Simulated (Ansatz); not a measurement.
BH5O, SMILES `[BH3-][OH2+]`. The species carries charge 0 and has multiplicity 1. All single points use the PBE0-D4/def2-TZVP geometry.

```xyz
7

B    -0.612    0.245    0.267
O     0.907   -0.019   -0.417
H    -0.341    0.922    1.226
H    -1.194    0.808   -0.624
H    -1.009   -0.870    0.519
H     0.800   -0.585   -1.189
H     1.449   -0.500    0.218
```

Question: What is the dipole moment at B3LYP/def2-TZVPP? (Best estimate.)

Answer: Ansatz gave: 4.44 D, with components (3.54, -2.22, -1.50) D in this frame, pointing from negative to positive charge.

Question: And with PBE, r2SCAN, ωB97M-V? (Estimate.)

Answer: Computed: PBE 4.45 D, r2SCAN 4.48 D, ωB97M-V 4.47 D.

Question: Give the Mulliken charges with B3LYP, PBE, r2SCAN in def2-TZVPP. (Estimate.)

Answer: The calculation gave: 
```csv
atom,B3LYP,PBE,r2SCAN
B1,-0.31,-0.33,-0.24
O2,-0.14,-0.12,-0.13
H3,0.00,-0.01,-0.03
H4,0.00,-0.01,-0.03
H5,0.00,0.00,-0.03
H6,0.23,0.23,0.24
H7,0.23,0.23,0.24
```

B3LYP here is the variant with VWN-RPA as its local correlation; programs differ in this.
